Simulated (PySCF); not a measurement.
# C4H6FN: NMR shifts, electronic excitations and K edges in gas and solvents

Aim: compute the NMR shifts, electronic excitations and K edges of C4H6FN (`N=C1CC(F)C1`), and see what a dielectric continuum does where one was used.

Programs: PySCF 2.14.0, with density-fitted response routines of our own. Each step states its level of theory. These are calculated values for one molecule, in the gas phase or a continuum, unless marked as measured. Atoms are numbered from 0 throughout.

## (1) The molecule as given

12 atoms, charge 0, multiplicity 1; geometry from: GFN2-xTB. The atoms were then displaced at random by about 0.01 Å, so the start is not that level's minimum.

Bonds of the start (Å): N0–C1 1.28, C1–C2 1.51, C2–C3 1.52, C3–F4 1.39, C3–C5 1.50, C5–C1 1.53, N0–H6 1.03, C2–H7 1.08, C2–H8 1.06, C3–H9 1.10, C5–H10 1.09, C5–H11 1.08.

## (2) Geometry optimisation at PBE0-D3(BJ)/def2-SVP

Job settings and geometry (Å):

```
{"job": {"xc": "PBE0", "basis": "def2-SVP", "d3": "d3bj", "grid": 1, "shake": 0.01, "kind": "geom"}, "charge": 0, "multiplicity": 1}
N      2.005360    -0.911640    -0.010730
C      0.844140    -0.378310     0.030590
C     -0.517450    -1.024660     0.183300
C     -1.105720     0.330430    -0.167720
F     -2.044330     0.784640     0.749390
C      0.233340     1.013760    -0.108610
H      2.767920    -0.242010    -0.156180
H     -0.684640    -1.314870     1.214370
H     -0.707310    -1.855300    -0.448190
H     -1.640180     0.365120    -1.125990
H      0.347540     1.612040     0.799900
H      0.541030     1.592530    -0.969160
```

The run is started by

```console
$ OMP_NUM_THREADS=1 python probes_run.py task.json out
```

The driver reads the jobs from task.json and runs them one after another.

Standard output:

```text
step   0  E = -310.01435007  max force = 0.041169
step   1  E = -310.01874685  max force = 0.007702
step   2  E = -310.01910608  max force = 0.002573
step   3  E = -310.01930073  max force = 0.002198
step   4  E = -310.01943123  max force = 0.001561
step   5  E = -310.01947985  max force = 0.001529
step   6  E = -310.01951499  max force = 0.001335
step   7  E = -310.01954527  max force = 0.001246
step   8  E = -310.01956491  max force = 0.000905
step   9  E = -310.01957418  max force = 0.000619
step  10  E = -310.01957868  max force = 0.000156
optimisation converged
```

Run time: 41 s. Hardware: 1 thread of Arm Neoverse V2, shared host; peak memory 0.48 GiB.

Relaxation path:

| step | energy from step 0 (eV) | largest force component (eV/Å) |
| --- | --- | --- |
| 0 | 0.0000 | 2.1170 |
| 1 | -0.1196 | 0.3961 |
| 2 | -0.1294 | 0.1323 |
| 3 | -0.1347 | 0.1130 |
| 4 | -0.1383 | 0.0803 |
| 5 | -0.1396 | 0.0786 |
| 6 | -0.1405 | 0.0686 |
| 7 | -0.1414 | 0.0641 |
| 8 | -0.1419 | 0.0465 |
| 9 | -0.1422 | 0.0318 |
| 10 | -0.1423 | 0.0080 |

Distances of close pairs at the start and the end, largest changes first:

| bond | before (Å) | after (Å) | change (Å) |
| --- | --- | --- | --- |
| C2–H8 | 1.061 | 1.099 | +0.038 |
| C3–C5 | 1.504 | 1.538 | +0.034 |
| C3–F4 | 1.389 | 1.364 | -0.025 |
| C2–C3 | 1.518 | 1.537 | +0.019 |
| N0–C1 | 1.279 | 1.260 | -0.019 |
| C2–H7 | 1.084 | 1.103 | +0.019 |
| C5–H11 | 1.082 | 1.100 | +0.018 |
| C5–H10 | 1.094 | 1.103 | +0.009 |

The next job starts from the end point, and lists it.

| at the end point | value |
| --- | --- |
| point group (found at 0.08 Å tolerance) | C1 |
| rotational constants (GHz, main isotopes) | 10.187, 2.425, 2.095 |
| dipole moment (D) | 1.50 |

## (3) Nuclear shieldings: PBE0/pcSseg-1 in chloroform

Job settings and geometry (Å):

```
{"job": {"kind": "nmr", "xc": "PBE0", "basis": "pcSseg-1", "solvent": "chloroform", "pop": true}, "charge": 0, "multiplicity": 1}
N      2.009098    -0.779669    -0.404712
C      0.874157    -0.336933    -0.083221
C     -0.410193    -1.060753     0.258350
C     -1.147645     0.246990    -0.072239
F     -2.090566     0.643905     0.829689
C      0.182863     1.017192    -0.024137
H      2.641383    -0.004826    -0.631338
H     -0.479072    -1.267624     1.339220
H     -0.650973    -1.973121    -0.304538
H     -1.603169     0.242274    -1.075899
H      0.304651     1.486679     0.966290
H      0.404075     1.755315    -0.809291
```

With the program's defaults for keys left out, this is: GIAO PBE0/pcSseg-1 NMR shielding, non-relativistic, IEF-PCM chloroform.

Standard output:

```text
coarse grid: 10216 points
cycle   1  E = -310.1149669027  dE =  8.182e-01  |g| = 5.585e-01  |ddm| = 3.088e+00
cycle   2  E = -310.0578715079  dE =  5.710e-02  |g| = 8.091e-01  |ddm| = 1.027e+00
cycle   3  E = -310.1720726458  dE = -1.142e-01  |g| = 1.133e-01  |ddm| = 6.112e-01
cycle   4  E = -310.1747907222  dE = -2.718e-03  |g| = 3.943e-02  |ddm| = 1.034e-01
cycle   5  E = -310.1751086082  dE = -3.179e-04  |g| = 1.062e-02  |ddm| = 3.204e-02
cycle   6  E = -310.1751283870  dE = -1.978e-05  |g| = 2.845e-03  |ddm| = 9.632e-03
cycle   7  E = -310.1751299012  dE = -1.514e-06  |g| = 4.086e-04  |ddm| = 2.070e-03
final grid: 99664 points
cycle   8  E = -310.2159787551  dE = -3.013e-05  |g| = 7.266e-03  |ddm| = 2.567e-02
cycle   9  E = -310.2159737834  dE =  4.972e-06  |g| = 9.166e-03  |ddm| = 1.344e-02
cycle  10  E = -310.2159909132  dE = -1.713e-05  |g| = 1.014e-03  |ddm| = 6.866e-03
cycle  11  E = -310.2159910689  dE = -1.557e-07  |g| = 1.760e-04  |ddm| = 7.797e-04
cycle  12  E = -310.2159910720  dE = -3.032e-09  |g| = 1.108e-04  |ddm| = 1.742e-04
cycle  13  E = -310.2159910745  dE = -2.547e-09  |g| = 1.521e-05  |ddm| = 8.474e-05
cycle  14  E = -310.2159910746  dE = -5.070e-11  |g| = 2.968e-06  |ddm| = 1.456e-05
converged SCF energy = -310.2159910746

GIAO shielding tensors (ppm)
atom      isotropic    diamagn.    paramagn.     s11        s22        s33       span
  0 N      -59.500     324.129    -383.629   -341.643    -66.978    230.120    571.763
  1 C        3.110     253.123    -250.014   -108.669    -15.513    133.511    242.180
  2 C      136.055     250.568    -114.514    113.565    142.780    151.819     38.253
  3 C      104.955     246.306    -141.351     65.596     79.963    169.306    103.710
  4 F      376.525     471.004     -94.479    368.787    377.408    383.381     14.594
  5 C      134.198     253.563    -119.365    108.521    141.105    152.969     44.447
  6 H       21.667      32.028     -10.361     14.904     24.003     26.095     11.191
  7 H       28.013      28.690      -0.678     25.857     26.865     31.317      5.459
  8 H       28.182      28.935      -0.752     24.738     26.676     33.134      8.396
  9 H       26.261      29.218      -2.956     22.951     25.620     30.213      7.262
 10 H       28.089      29.508      -1.418     25.856     27.060     31.352      5.496
 11 H       28.283      29.940      -1.657     24.875     27.014     32.960      8.085
```

Run time: 9.7 s. Hardware: 1 thread of Arm Neoverse V2, shared host; peak memory 0.74 GiB.

The references, computed at this level on geometries of the same kind, shield at (ppm): 1H TMS 31.25, 13C TMS 185.2, 19F CFCl3 179.6, 15N NH3 267.8. Their shielding less the atom's gives the shift. The references are single molecules in the same continuum, so shifts against H2O, NH3, PH3, H3PO4 or CFCl3 are not on the usual liquid scales and can be off by tens of ppm.

| atoms | environment | σ (ppm) | δ (ppm) |
| --- | --- | --- | --- |
| C1 | C=N carbon | 3.1 | 182.1 |
| C3 | sp3 CH bonded to F | 105.0 | 80.2 |
| C5 | sp3 CH2 in a ring | 134.2 | 51.0 |
| C2 | sp3 CH2 in a ring | 136.1 | 49.1 |
| H6 | hydrogen on an imine nitrogen | 21.67 | 9.58 |
| H9 | hydrogen on an sp3 CH bonded to F | 26.26 | 4.99 |
| H7 | hydrogen on an sp3 CH2 in a ring | 28.01 | 3.23 |
| H10 | hydrogen on an sp3 CH2 in a ring | 28.09 | 3.16 |
| H8 | hydrogen on an sp3 CH2 in a ring | 28.18 | 3.06 |
| H11 | hydrogen on an sp3 CH2 in a ring | 28.28 | 2.96 |
| N0 | imine nitrogen | -59.5 | 327.3 |
| F4 | fluorine on an sp3 carbon | 376.5 | -196.9 |

The run also stored atomic charges by several schemes (e):

| atoms | Mulliken | IAO | Hirshfeld | ESP fit |
| --- | --- | --- | --- | --- |
| N0 | -0.39 | -0.48 | -0.28 | -0.84 |
| C1 | -0.06 | 0.20 | 0.10 | 0.64 |
| C2 | -0.15 | -0.32 | -0.08 | -0.52 |
| C3 | 0.14 | 0.18 | 0.07 | 0.48 |
| F4 | -0.34 | -0.33 | -0.13 | -0.31 |
| C5 | -0.17 | -0.34 | -0.08 | -0.53 |

Mayer bond orders: N0–C1 2.08, C1–C2 0.99, C2–C3 1.00, C3–F4 0.87, C3–C5 1.00, C5–C1 0.97.

Ring of atoms C1, C2, C3, C5: NICS(0) 1.5, NICS(1) -2.5, NICS(1)zz 0.3 ppm (means of both faces; NICS(1) differs between them: -3.9 and -1.0).

The two faces differ (NICS(1)zz 4.0 and -3.5 ppm).

## (4) NMR shieldings: PBE0/pcSseg-1 in tetrahydrofuran

The job, as its differences from that of step 3:

```diff
@@ -1,2 +1,2 @@
-{"job": {"kind": "nmr", "xc": "PBE0", "basis": "pcSseg-1", "solvent": "chloroform", "pop": true}, "charge": 0, "multiplicity": 1}
+{"job": {"kind": "nmr", "xc": "PBE0", "basis": "pcSseg-1", "solvent": "tetrahydrofuran", "pop": false}, "charge": 0, "multiplicity": 1}
 N      2.009098    -0.779669    -0.404712
```

Level: GIAO PBE0/pcSseg-1 NMR shielding, non-relativistic, IEF-PCM tetrahydrofuran.

Standard output:

```text
coarse grid: 10216 points
cycle   1  E = -310.1167790760  dE =  8.164e-01  |g| = 5.565e-01  |ddm| = 3.088e+00
cycle   2  E = -310.0616771637  dE =  5.510e-02  |g| = 8.013e-01  |ddm| = 1.011e+00
cycle   3  E = -310.1733866874  dE = -1.117e-01  |g| = 1.107e-01  |ddm| = 5.980e-01
cycle   4  E = -310.1759775123  dE = -2.591e-03  |g| = 3.879e-02  |ddm| = 1.008e-01
cycle   5  E = -310.1762860705  dE = -3.086e-04  |g| = 1.041e-02  |ddm| = 3.131e-02
cycle   6  E = -310.1763050718  dE = -1.900e-05  |g| = 2.801e-03  |ddm| = 9.472e-03
cycle   7  E = -310.1763065365  dE = -1.465e-06  |g| = 4.045e-04  |ddm| = 2.024e-03
final grid: 99664 points
cycle   8  E = -310.2171502660  dE = -3.019e-05  |g| = 7.251e-03  |ddm| = 2.564e-02
cycle   9  E = -310.2171454492  dE =  4.817e-06  |g| = 9.116e-03  |ddm| = 1.334e-02
cycle  10  E = -310.2171623679  dE = -1.692e-05  |g| = 1.006e-03  |ddm| = 6.789e-03
cycle  11  E = -310.2171625212  dE = -1.532e-07  |g| = 1.716e-04  |ddm| = 7.685e-04
cycle  12  E = -310.2171625241  dE = -2.969e-09  |g| = 1.045e-04  |ddm| = 1.667e-04
cycle  13  E = -310.2171625264  dE = -2.255e-09  |g| = 1.554e-05  |ddm| = 8.022e-05
cycle  14  E = -310.2171625265  dE = -5.480e-11  |g| = 2.900e-06  |ddm| = 1.442e-05
converged SCF energy = -310.2171625265

GIAO shielding tensors (ppm)
atom      isotropic    diamagn.    paramagn.     s11        s22        s33       span
  0 N      -57.105     324.526    -381.631   -336.119    -66.106    230.909    567.028
  1 C        2.374     253.109    -250.735   -109.161    -17.380    133.662    242.822
  2 C      136.061     250.623    -114.562    113.579    142.862    151.742     38.163
  3 C      104.886     246.381    -141.495     65.436     79.793    169.430    103.994
  4 F      377.331     471.101     -93.770    369.451    378.447    384.096     14.644
  5 C      134.134     253.525    -119.391    108.556    141.069    152.776     44.221
  6 H       21.684      32.049     -10.365     15.107     23.885     26.059     10.952
  7 H       28.000      28.679      -0.679     25.834     26.859     31.306      5.472
  8 H       28.176      28.928      -0.752     24.723     26.679     33.128      8.405
  9 H       26.230      29.194      -2.965     22.914     25.582     30.194      7.280
 10 H       28.064      29.473      -1.409     25.819     27.036     31.337      5.518
 11 H       28.240      29.886      -1.646     24.814     26.968     32.937      8.124
```

Run time: 8.4 s. Hardware: 1 thread of Arm Neoverse V2, shared host; peak memory 0.71 GiB.

In short: δ C1 182.9, C3 80.4, C5 51.1, C2 49.2, H6 9.56, H9 5.01 ppm.

## (5) TDDFT and polarisability: wB97X-D/def2-SVPD

The job, as its differences from that of step 4:

```diff
@@ -1,2 +1,2 @@
-{"job": {"kind": "nmr", "xc": "PBE0", "basis": "pcSseg-1", "solvent": "tetrahydrofuran", "pop": false}, "charge": 0, "multiplicity": 1}
+{"job": {"kind": "uv", "xc": "wB97X-D", "basis": "def2-SVPD", "dynamic": true, "nstates": 6, "ntriplets": 0}, "charge": 0, "multiplicity": 1}
 N      2.009098    -0.779669    -0.404712
```

Level: TDDFT wB97X-D/def2-SVPD, vertical, gas phase, core orbitals frozen in the response.

Standard output:

```text
coarse grid: 10216 points
cycle   1  E = -310.1523719318  dE =  9.715e-01  |g| = 6.009e-01  |ddm| = 4.872e+00
cycle   2  E = -310.1304405166  dE =  2.193e-02  |g| = 7.468e-01  |ddm| = 2.388e+00
cycle   3  E = -310.2317929578  dE = -1.014e-01  |g| = 5.883e-02  |ddm| = 1.554e+00
cycle   4  E = -310.2325577258  dE = -7.648e-04  |g| = 3.162e-02  |ddm| = 1.513e-01
cycle   5  E = -310.2327956014  dE = -2.379e-04  |g| = 8.254e-03  |ddm| = 8.566e-02
cycle   6  E = -310.2328117951  dE = -1.619e-05  |g| = 3.509e-03  |ddm| = 2.263e-02
cycle   7  E = -310.2328147470  dE = -2.952e-06  |g| = 6.708e-04  |ddm| = 9.826e-03
final grid: 99664 points
cycle   8  E = -310.2767133289  dE = -8.445e-05  |g| = 7.220e-03  |ddm| = 1.748e-01
cycle   9  E = -310.2767125818  dE =  7.471e-07  |g| = 8.154e-03  |ddm| = 2.408e-02
cycle  10  E = -310.2767238505  dE = -1.127e-05  |g| = 5.606e-04  |ddm| = 1.526e-02
cycle  11  E = -310.2767239112  dE = -6.069e-08  |g| = 4.098e-04  |ddm| = 2.772e-03
cycle  12  E = -310.2767239515  dE = -4.032e-08  |g| = 1.095e-04  |ddm| = 1.737e-03
cycle  13  E = -310.2767239541  dE = -2.608e-09  |g| = 2.425e-05  |ddm| = 2.323e-04
cycle  14  E = -310.2767239544  dE = -3.000e-10  |g| = 5.968e-06  |ddm| = 2.217e-04
converged SCF energy = -310.2767239544

Static polarisability (au): isotropic 54.082, principal 43.604 53.482 65.162

Singlet excitations
state   eV       nm        f      main configurations
  1   5.3044    233.7   0.00262   H->L 0.96
  2   7.5394    164.4   0.04341   H->L+1 0.67, H->L+2 0.20
  3   7.7376    160.2   0.14789   H-1->L 0.72, H-3->L 0.13
  4   7.8622    157.7   0.01626   H-2->L 0.92
  5   8.3217    149.0   0.09815   H-3->L 0.63, H-1->L 0.12, H-4->L 0.11
  6   8.3899    147.8   0.00525   H->L+2 0.51, H->L+1 0.23, H->L+5 0.13
```

It took 19 s on 1 thread of Arm Neoverse V2, shared host; peak memory 0.78 GiB.

Frontier orbitals and where they lie:

| orbital | eV | atoms |
| --- | --- | --- |
| HOMO−3 | -11.80 | F4 31 %, C3 16 %, C1 13 % |
| HOMO−2 | -11.36 | F4 25 %, C3 22 %, C2 19 % |
| HOMO−1 | -10.72 | N0 40 %, C1 22 %, C2 8 % |
| HOMO | -9.56 | N0 54 %, C1 14 %, C5 11 % |
| LUMO | 1.32 | C1 30 %, N0 28 %, C5 8 % |
| LUMO+1 | 2.35 | C5 20 %, C1 13 %, H11 13 % |
| LUMO+2 | 2.79 | C3 19 %, H9 18 %, F4 11 % |

With each of the 6 states as a Gaussian band of 0.4 eV half-width at 1/e, the curve within the window shown has maxima at 234 nm (ε 110), 160 nm (ε 8,500) L/(mol cm). Beyond the last state computed it falls off for lack of states. The curve at chosen wavelengths:

```
 nm  ε (L/mol/cm)
143          1854
148          4582
153          6261
157          7771
162          8202
167          5320
172          2126
177           563
181           151
186            22
191             3
196             0
201             1
205             3
210            10
215            27
220            52
225            80
229            97
234           106
239            98
244            79
249            56
253            40
258            23
263            13
```

Ground-state properties from the same run:

| property | computed |
| --- | --- |
| dipole moment (D) | 1.56 |
| polarisability (Å³) | 8.01 |
| HOMO–LUMO gap (eV) | 10.88 |
| −ε(HOMO) (eV) | 9.56 |
| C6 with itself (au) | 1322 |

[end of part 1 of 2]
